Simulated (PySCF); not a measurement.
**Name the molecule from its bond curve**

A diatomic of charge 0 contains Al (the partner may be the same element). Its triplet curve at PBE0 in a triple-zeta basis (no relativity, PySCF), in eV from the separated fragments:

```
R (Å)  E (eV)
2.352  -1.134
2.462  -1.366
2.571  -1.492
2.653  -1.536
2.735  -1.547
2.817  -1.534
2.926  -1.488
3.063  -1.399
3.227  -1.266
3.446  -1.070
```

The fit gives ωe = 275 cm⁻¹ and the rotational constant Bₑ = 0.1679 cm⁻¹.

Which atom is the partner?

The minimum lies at 2.728 Å, so the reduced mass is 16.8576 u Å² cm⁻¹/(Bₑ·Re²) = 13.49 u. With Al at 26.98 u the partner weighs about 27.0 u: Al. The molecule is Al2.

The state is the lowest determinant that a PBE0 search found; another state may lie lower at other levels.
